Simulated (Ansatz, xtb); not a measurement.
## C4H5Cl: which of two isomers lies lower

Structure a: `C=CC(=C)Cl`, a singlet. Structure b: `C=C/C=C\Cl`, a singlet. Both are isolated molecules in the gas phase, relaxed with PBE-D3(BJ)/def2-SVP; the shapes shown needn't be the lowest conformers.

a (Å):

```yaml
atoms:
  - { symbol: C, position_ang: [-0.6123, -2.7894, 0.3647] }
  - { symbol: C, position_ang: [0.1209, -1.6596, 0.2870] }
  - { symbol: C, position_ang: [1.2973, -1.3311, 1.0916] }
  - { symbol: C, position_ang: [1.9974, -0.1800, 0.9721] }
  - { symbol: Cl, position_ang: [1.8062, -2.5246, 2.2758] }
  - { symbol: H, position_ang: [-1.4843, -2.9442, -0.2873] }
  - { symbol: H, position_ang: [-0.3534, -3.5821, 1.0832] }
  - { symbol: H, position_ang: [-0.1533, -0.8752, -0.4395] }
  - { symbol: H, position_ang: [2.8767, 0.0306, 1.5953] }
  - { symbol: H, position_ang: [1.6816, 0.5699, 0.2315] }
```

b (Å):

```xyz
10

C    -0.5486   -2.8306    1.2583
C     0.1778   -1.9704    0.5072
C     1.2347   -1.1266    1.0322
C     1.9924   -0.2493    0.3305
Cl    1.8319    0.0331   -1.3756
H    -1.3414   -3.4509    0.8143
H    -0.3707   -2.9391    2.3410
H    -0.0233   -1.8837   -0.5741
H     1.4553   -1.1954    2.1116
H     2.7801    0.3609    0.7958
```

Energies in hartree; the thermal terms are from PBE-D3(BJ)/def2-SVP harmonic frequencies (ideal gas, rigid rotor, one conformer each, 298.15 K, 1 atm) and include the zero-point energy:

```
                              a           b
E, CCSD(T)/def2-SVP  −614.319937  −614.319537
    E, MP2/def2-SVP  −614.242908  −614.242323
  E, MP2/def2-TZVPP  −614.741113  −614.740119
  zero-point energy     0.073795     0.074263
       H(298 K) − E     0.080233     0.080777
       G(298 K) − E     0.044813     0.044941
```

**Question.** Correct the CCSD(T) difference for the basis set by the MP2 change, then work out ΔE, ΔE₀, ΔH and ΔG for a → b in kJ/mol (1 Eh = 2625.50 kJ/mol) and the equilibrium ratio [b]/[a].

**Answer.** 1. Differences b − a: CCSD(T) +0.000400, MP2 in the small set +0.000585, MP2 in the large set +0.000994 Eh.
2. ΔE = +0.000400 + (+0.000994 − (+0.000585)) = +0.000809 Eh = +2.12 kJ/mol.
3. ΔE₀ = ΔE + ΔZPE = +0.000809 + (+0.000468) Eh = +3.35 kJ/mol.
4. ΔH = ΔE + (+0.000544) Eh = +3.55 kJ/mol.
5. ΔG = ΔE + (+0.000128) Eh = +2.46 kJ/mol, so ΔS = (ΔH − ΔG)/T = +3.7 J/(mol K).
6. kT = 0.9442 mEh, so K = [b]/[a] = exp(−ΔG/kT) = exp(−0.99) ≈ 0.37.

The two are too close for this level to say which is favoured. An error of 4 kJ/mol in ΔG would change K by a factor of 5. Mirror images and further conformers aren't counted.

As drawn, both hold the same kinds of bond in the same numbers.

Other levels gave ΔE = +2.4 (GFN2-xTB); −0.5 (HF/STO-3G, GFN2-xTB geometries); −1.2 (r2SCAN-D4/def2-SVP, GFN2-xTB geometries); −2.6 (PBE-D3(BJ)/def2-SVP); −2.0 (HF/def2-SVP); +1.5 (MP2/def2-SVP); +1.1 (CCSD(T)/def2-SVP) kJ/mol. The correlated steps freeze 9 core orbitals. Programs: Ansatz 0.2.0, xtb 6.7.1.
